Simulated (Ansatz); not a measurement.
# CH5NS: the cost of one run

Program: Ansatz 0.2.0. Level of theory: RKS PBE-D4/STO-3G. These are calculated values, not measurements.

## 1. Starting point

Bond lengths: N1–C2 1.383 Å, C2–S3 1.788 Å, N1–H4 1.071 Å, N1–H5 1.032 Å, C2–H6 1.109 Å, C2–H7 1.099 Å, S3–H8 1.279 Å. Angles: N1–C2–S3 108.4°, N1–C2–H6 110.2°, N1–C2–H7 111.8°, S3–C2–H6 110.3°, S3–C2–H7 109.3°, H6–C2–H7 106.8°, C2–N1–H4 107.4°, C2–N1–H5 113.1°, H4–N1–H5 105.5°, C2–S3–H8 97.2°.

As a file:

```xyz
8

N    -0.7321    0.6728   -0.0550
C     0.5495    0.1646    0.0506
S     0.5086   -1.2433    1.1524
H    -0.6942    1.4999   -0.7341
H    -1.4002    0.0046   -0.4700
H     1.2376    0.9403    0.4426
H     0.9465   -0.1495   -0.9246
H    -0.3234   -1.9464    0.4823
```

## 2. Relaxing end A

Contents of input.yaml:

```yaml
crystal:
  periodic: [false, false, false]
  atoms:
    - { symbol: "N", position_ang: [-0.7321, 0.6728, -0.055] }
    - { symbol: C, position_ang: [0.5495, 0.1646, 0.0506] }
    - { symbol: S, position_ang: [0.5086, -1.2433, 1.1524] }
    - { symbol: H, position_ang: [-0.6942, 1.4999, -0.7341] }
    - { symbol: H, position_ang: [-1.4002, 0.0046, -0.47] }
    - { symbol: H, position_ang: [1.2376, 0.9403, 0.4426] }
    - { symbol: H, position_ang: [0.9465, -0.1495, -0.9246] }
    - { symbol: H, position_ang: [-0.3234, -1.9464, 0.4823] }
basis:
  gaussian: { orbitals: STO-3G }
hamiltonian:
  xc: pbe
  dispersion: d4
relax:
  f_tol: 0.015
  max_steps: 40
```

Started as:

```console
ansatz run input.yaml --threads 1 --pin off --max-ram 2048MiB --backend cpu --events-out ev --progress --plain --runs-dir out
```

Q: Estimate wall time and peak memory on 1 thread of an Arm CPU, shared host.

About 9.4 s, with a peak of 0.11 GiB.
